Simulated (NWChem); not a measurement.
Everything below was run with NWChem. System: C2H3O, charge 0, spin multiplicity 2, at a geometry optimised with UB3LYP/def2-SVP. The structure started from a generated list of species. Its SCF solution wasn't tested for a lower state. Level: G0W0@UPBE0/def2-TZVP, RI basis def2-tzvp-rifit.

Job file:

```
start mol
memory heap 200 mb stack 700 mb global 1700 mb
geometry units angstroms nocenter noautoz
  C     -0.076194    -1.169360     0.000000
  C      0.425007     0.253601     0.000000
  O     -0.195949     1.260016     0.000000
  H      0.326847    -1.687263     0.884253
  H      0.326847    -1.687263    -0.884253
  H     -1.178980    -1.211044     0.000000
  symmetry group Cs
end
basis spherical
  * library def2-tzvp
end
basis "ri basis" bse spherical
  * library def2-tzvp-rifit
end
dft
  xc pbe0
  odft
  mult 2
  iterations 100
  direct
  tolerances tight
end
task dft energy
gw
  states alpha occ 4 vir 2
  states beta occ 4 vir 2
end
task dft gw
```

Part of the output:

```
             Northwest Computational Chemistry Package (NWChem) 7.3.0
             --------------------------------------------------------

                                NWChem Input Module
                                -------------------

 Scaling coordinates for geometry "geometry" by  1.889725989
 (inverse scale =  0.529177249)

 Turning off AUTOSYM since
 SYMMETRY directive was detected!

                             Geometry "geometry" -> ""
                             -------------------------

 Output coordinates in angstroms (scale by  1.889725989 to convert to a.u.)

  No.       Tag          Charge          X              Y              Z
 ---- ---------------- ---------- -------------- -------------- --------------
    1 C                    6.0000    -0.07619400    -1.16936000     0.00000000
    2 C                    6.0000     0.42500700     0.25360100     0.00000000
    3 O                    8.0000    -0.19594900     1.26001600     0.00000000
    4 H                    1.0000     0.32684700    -1.68726300     0.88425300
    5 H                    1.0000     0.32684700    -1.68726300    -0.88425300
    6 H                    1.0000    -1.17898000    -1.21104400     0.00000000

 Effective nuclear repulsion energy (a.u.)      62.8178045548

            Nuclear Dipole moment (a.u.)
            ----------------------------
        X                 Y               Z
 ---------------- ---------------- ----------------
     0.0000000000     0.0000075589     0.0000000000

      Symmetry information
      --------------------

 Group name             Cs
 Group number              2
 Group order               2
 No. of unique centers     5

      Symmetry unique atoms

     1    2    3    4    6


 Summary of "ao basis" -> "" (spherical)
 ------------------------------------------------------------------------------
       Tag                 Description            Shells   Functions and Types
 ---------------- ------------------------------  ------  ---------------------
 *                         def2-tzvp                  on all atoms

 new library libraries.bse/

 Summary of "ri basis" -> "" (spherical)
 ------------------------------------------------------------------------------
       Tag                 Description            Shells   Functions and Types
 ---------------- ------------------------------  ------  ---------------------
 *                      def2-tzvp-rifit               on all atoms

                                 NWChem DFT Module
                                 -----------------

 Summary of "ao basis" -> "ao basis" (spherical)
 ------------------------------------------------------------------------------
       Tag                 Description            Shells   Functions and Types
 ---------------- ------------------------------  ------  ---------------------
 C                         def2-tzvp                11       31   5s3p2d1f
 O                         def2-tzvp                11       31   5s3p2d1f
 H                         def2-tzvp                 4        6   3s1p

 Summary of "ao basis" -> "ao basis" (spherical)
 ------------------------------------------------------------------------------
       Tag                 Description            Shells   Functions and Types
 ---------------- ------------------------------  ------  ---------------------
 C                         def2-tzvp                11       31   5s3p2d1f
 O                         def2-tzvp                11       31   5s3p2d1f
[...]
    beta     41     42     43     46     44     45     48     47     50     49
 overlap   1.000  0.999  0.991  0.900  0.998  0.910  0.987  0.995  0.990  0.993

   alpha     51     52     53     54     55     56     57     58     59     60
    beta     51     52     53     54     55     56     57     58     59     60
 overlap   0.998  0.996  0.999  0.999  1.000  0.998  1.000  1.000  0.999  0.999

   alpha     61     62     63     64     65     66     67     68     69     70
    beta     61     63     62     64     65     66     67     68     69     70
 overlap   0.997  0.918  0.997  0.918  0.999  0.999  0.998  0.999  0.998  0.998

   alpha     71     72     73     74     75     76     77     78     79     80
    beta     71     72     74     73     75     76     77     79     78     80
 overlap   0.998  0.994  0.987  0.993  0.990  0.970  0.998  0.996  0.985  0.981

   alpha     81     82     83     84     85     86     87     88     89     90
    beta     81     82     83     84     85     86     87     88     89     90
 overlap   0.996  0.982  0.999  1.000  0.997  0.998  1.000  1.000  1.000  0.998

   alpha     91     92     93     94     95     96     97     98     99    100
    beta     91     92     93     94     95     96     97     98     99    100
 overlap   0.998  1.000  1.000  1.000  0.999  1.000  1.000  1.000  1.000  1.000

   alpha    101    102    103    104    105    106    107    108    109    110
    beta    101    102    103    104    105    106    107    108    109    110
 overlap   1.000  1.000  0.845  0.850  0.993  1.000  1.000  1.000  1.000  1.000

   alpha    111
    beta    111
 overlap   1.000

     --------------------------
     Expectation value of S2:
     --------------------------
      <S2> =      0.7534 (Exact =     0.7500)

 center of mass
 --------------
 x =   0.02293819 y =   0.19957883 z =   0.00000000

 moments of inertia (a.u.)
 ------------------
         181.721982433929           4.693533675902           0.000000000000
           4.693533675902          21.559529345910           0.000000000000
           0.000000000000           0.000000000000         192.025206216624

     Multipole analysis of the density
     ---------------------------------

     L   x y z        total         alpha         beta         nuclear
     -   - - -        -----         -----         ----         -------
     0   0 0 0     -0.000000    -12.000000    -11.000000     23.000000

     1   1 0 0     -0.050580     -0.464397      0.413817      0.000000
     1   0 1 0     -1.018932     -0.807751     -0.211188      0.000008
     1   0 0 1     -0.000000     -0.000000     -0.000000      0.000000

     2   2 0 0    -13.966214    -14.123050    -10.661484     10.818320
     2   1 1 0      0.060547      0.527850      1.207760     -1.675063
     2   1 0 1      0.000000      0.000000      0.000000      0.000000
     2   0 2 0    -14.079600    -59.257638    -56.425029    101.603067
     2   0 1 1     -0.000000     -0.000000      0.000000      0.000000
     2   0 0 2    -12.681876     -9.478945     -8.787385      5.584454

 Task  times  cpu:       13.5s     wall:       13.5s

                                NWChem Input Module
                                -------------------

                                 NWChem GW Module
                                 ----------------

                             ***********************
                             ***        GW       ***
                             ***********************

 Summary of "ri basis" -> "ri basis" (spherical)
 ------------------------------------------------------------------------------
       Tag                 Description            Shells   Functions and Types
 ---------------- ------------------------------  ------  ---------------------
 C                      def2-tzvp-rifit             22       76   8s6p4d3f1g
 O                      def2-tzvp-rifit             22       76   8s6p4d3f1g
 H                      def2-tzvp-rifit              7       15   4s2p1d

                 Memory Information
                 ------------------
          Available GA per process is          1699.8 MBs
          Available stack per process is        700.0 MBs
          Available heap per process is           0.0 MBs

          Peak memory in Initialization
              Peak GA per process is                  7.0 MBs
              Peak stack per process is               0.2 MBs
              Peak heap per process is                7.1 MBs
              Memory not in MA per process            0.0 MBs

          Peak memory in AFF Calculation
              Peak GA per process is                 50.9 MBs
              Peak stack per process is              39.9 MBs
              Peak heap per process is                0.0 MBs
              Memory not in MA per process           39.9 MBs

          Computing 2-center integrals
          Computing Inverse Cholesky factor
          Computing 3-center integrals
          Computing V_xc ...

          Computing Sigma_x
          Computing RPA polarizability
          Solving quasiparticle equations

                  Alpha Orbitals
          State     Energy (eV)     Error (eV)
          -----------------------------------
@GW         9        -15.527           0.002
@GW        10        -13.653           0.002
@GW        11        -13.385           0.005
@GW        12         -8.087           0.005
@GW        13          1.949           0.002
@GW        14          3.159           0.004

                   Beta Orbitals
          State     Energy (eV)     Error (eV)
          -----------------------------------
@GW         8        -15.235           0.002
@GW         9        -15.209           0.002
@GW        10        -13.521           0.002
@GW        11        -12.597           0.002
@GW        12          0.728           0.005
@GW        13          2.339           0.002

   Applying  -2.2582 eV scissor-shift to rest of particle states

   Applying   2.6090 eV scissor-shift to rest of hole states

   Applying  -2.5286 eV scissor-shift to rest of particle states

   Applying   2.2360 eV scissor-shift to rest of hole states

     GW Timing Statistics
   ------------------------
   Init.   :          0.1s
     ERIs  :          0.7s
     Distr.:          0.0s
     Vxc   :          1.1s
   Sigma_x :          0.0s
   RPA     :          3.0s
   Wmn     :          0.1s
   Sigma_c :          0.1s
   GW total:          5.0s

 Task  times  cpu:        5.0s     wall:        5.0s

 Total times  cpu:       18.5s     wall:       18.5s
```
